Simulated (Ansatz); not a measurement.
A nudged elastic band was laid between two geometries of AlBH$_{6}$Si (9 atoms, charge 0, multiplicity 1).

Computed with RKS r2SCAN-D4/def2-SVP (Ansatz).

```yaml
movable_images: 5
climbing_image: yes
spring: 5.0 eV/Å²
optimiser: quadratic models (default)
start_path: through a guess of the saddle point
force_threshold: 0.05 eV/Å
iteration_limit: 60
end_points: relaxed
```

First end point:

```xyz
9
Properties=species:S:1:pos:R:3
Al -1.197 1.083 -1.268
B 0.137 0.725 0.320
Si 0.902 -1.079 0.774
H -2.767 0.846 -1.101
H -0.650 1.549 -2.694
H 0.453 1.599 1.102
H 2.277 -1.058 1.366
H 0.887 -2.085 -0.335
H -0.042 -1.581 1.835
```

Last end point:

```xyz
9
Properties=species:S:1:pos:R:3
Al -1.003 1.135 -1.391
B -0.229 0.588 0.489
Si 0.905 -1.038 0.831
H -2.358 0.494 -1.940
H -0.219 2.166 -2.325
H -0.510 1.206 1.496
H 1.598 -1.606 -0.368
H -0.100 -2.063 1.285
H 1.917 -0.883 1.924
```

**Question.** What changes between the two ends?

**Answer.** No bond is made or broken. The dihedral Al1–B2–Si3–H7 goes from 149 to 21°. The two ends are copies of one structure, up to a mirror image or an exchange of like atoms.

**Question.** Give the energies along the band, and the barrier.

**Answer.** The run converged. The highest image is number 3 of 0 to 6, 22.1 kJ/mol above the ends, which have the same energy within 2 meV. A vibrational analysis at the climbing image gives one clearly imaginary mode, 216i cm⁻¹: a first-order saddle point.

```tsv
image	path coordinate (Å)	energy (kJ/mol)	dihedral Al1–B2–Si3–H7 (°)
0	0.00	0.0	149
1	0.95	4.6	141
2	1.90	15.4	155
3	2.85	22.1	161
4	4.83	3.7	137
5	6.80	0.8	75
6	8.77	0.0	21
```

**Question.** What is the geometry of the highest image?

**Answer.** 
```xyz
9
Properties=species:S:1:pos:R:3
Al -1.192 1.073 -1.290
B 0.384 0.729 0.159
Si 0.837 -1.096 0.851
H -1.897 -0.159 -2.020
H -1.685 2.540 -1.679
H 0.957 1.667 0.672
H 2.181 -1.280 1.486
H 0.613 -2.215 -0.118
H -0.197 -1.258 1.939
```

**Question.** What are the harmonic wavenumbers there?

**Answer.** 216i, 81, 139, 266, 416, 451, 495, 627, 680, 705, 793, 853, 890, 906, 953, 1902, 1906, 2137, 2200, 2207, 2586 cm⁻¹.

The band took 26 iterations and about 10 core-minutes.

Run time: 5 min on 2 threads of Intel(R) Xeon(R) Platinum 8259CL CPU @ 2.50GHz (Skylake/Cascade Lake), with other jobs on the host, peak memory 0.2 GiB.
